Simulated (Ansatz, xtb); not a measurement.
**A geometry optimisation of C2HCl2F2 with r2SCAN-D4/def2-SVP**

The starting geometry of this gas-phase doublet has its atoms placed at random.

```xyz
7

C    -0.8546   -1.2283   -0.6398
C    -0.2731    0.0968    2.2874
Cl   -1.9465    0.6107    0.0629
Cl   -0.0068   -0.6847   -2.0040
F     0.1052    0.5720   -0.0708
F    -0.1510   -0.6737    1.0239
H    -1.2020    1.5881    0.2482
```

Problem. Guess where an optimisation with r2SCAN-D4/def2-SVP ends from this start.

Solution. It ends as `F[C](Cl)[C@H](F)Cl`. Contacts that open: Cl3–H7 (1.24 → 2.38 Å). Contacts that close: C1–C2 (3.27 → 1.49 Å), C1–F5 (2.12 → 1.32 Å), C2–Cl3 (2.83 → 1.82 Å), C2–H7 (2.69 → 1.10 Å).

The energy falls by 14.88 eV over 56 steps:

```tsv
step	E − E(last) (eV)
1	14.879
7	6.363
13	5.745
19	5.518
25	2.370
32	1.885
38	1.799
44	1.038
50	0.132
56	0.000
```

Final geometry (Å):

```xyz
7

C    -0.0310   -0.3406   -0.4188
C    -0.7324    0.4743    0.6055
Cl   -2.4616   -0.0720    0.7866
Cl   -0.3780   -0.0354   -2.0700
F     0.1588   -1.6106   -0.1057
F    -0.1116    0.3316    1.7985
H    -0.7729    1.5337    0.3116
```

From the same start GFN2-xTB ends elsewhere, at `FC(F)[C](Cl)Cl`.

From so rough a start the end depends on the optimiser's path, so another program may land elsewhere. The end wasn't checked by frequencies. Open shells are spin-unrestricted. Run with Ansatz 0.2.0, 3.1 min on 2 threads of AMD EPYC 9R45 96-Core Processor (Zen 5), on a shared host.
